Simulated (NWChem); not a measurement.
System: fluoromethane (CH3F); SMILES CF

The following NWChem deck was run.

```
start job
memory heap 200 mb stack 900 mb global 1100 mb
geometry units angstroms noautosym nocenter noautoz
  C      0.000000     0.000000    -0.601791
  F      0.000000     0.000000     0.761623
  H      0.732586     0.732586    -0.979623
  H      0.268145    -1.000731    -0.979623
  H     -1.000731     0.268145    -0.979623
end
basis spherical
  * library 6-31g*
end
dft
  xc xpbe96 cpbe96
  iterations 150
end
cosmo
  do_cosmo_smd true
  solvent acetntrl
end
task dft energy
```

Geometry: optimised at PBE0/def2-SVP. Solvent: acetonitrile.

Level: PBE/6-31G* with SMD (1 M gas to 1 M solution), gas-phase geometry.

**Question.** What results follow from this input? (PBE/6-31G* (spherical d), SMD on the gas-phase geometry.) Quantities: solvation free energy (kcal/mol); cavity-dispersion-structure term (kcal/mol); dipole in solution (D).

**Answer.** 
```json
{
  "solvation free energy (kcal/mol)": "-1.1",
  "cavity-dispersion-structure term (kcal/mol)": "1.0",
  "dipole in solution (D)": "1.79"
}
```
